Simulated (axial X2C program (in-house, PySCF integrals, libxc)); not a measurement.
Correcting the dissociation energy of SiS for spin–orbit coupling

A spin-free CCSD(T) curve (one-electron X2C) was computed with an in-house relativistic program for diatomic molecules, basis S dyall-av3z [9s8p3d2f], Si dyall-v3z [8s7p2d1f] (cores contracted in-house), for the state M_S = 0, Λ = 0 (closed shell). It gives D0 = 5.958 eV to S + Si, which in a spin-free picture are the weighted means of the ground terms.

Correlated methods: 10 electrons correlated (number of frozen shells: S 2 s, 1 p; Si 2 s, 1 p), 168 virtual spin orbitals or spinors in MP2, 88 natural virtuals in coupled cluster.

Measured levels of the ground terms (NIST Handbook of Basic Atomic Spectroscopic Data), in cm⁻¹: S 3P: J = 2 at 0, J = 1 at 396.1, J = 0 at 573.6; Si 3P: J = 0 at 0, J = 1 at 77.1, J = 2 at 223.2.

The molecular state has Λ = 0, so it has no first-order lowering.

(1) How far does each ground level lie under the (2J+1)-weighted mean of its term?

(2) Correct D0.

Second-order spin–orbit effects in the molecule, which grow quickly with Z, are left out. One determinant describes the state; a PBE0 search over occupations chose it and may have missed a lower one. Dissociation energies refer to the lowest single-determinant-based atoms at the same level and basis. CCSD and (T) use frozen natural virtuals with an MP2 correction for the truncation; (T) itself is uncorrected, so its De runs slightly low.

Answers

(1) S: (5 × 0 + 3 × 396.1 + 1 × 573.6)/9 = 196 cm⁻¹; Si: (1 × 0 + 3 × 77.1 + 5 × 223.2)/9 = 150 cm⁻¹.

(2) D0 = 5.958 + (0 − 346)/8065.5 = 5.915 eV at CCSD(T) with these spin–orbit terms.
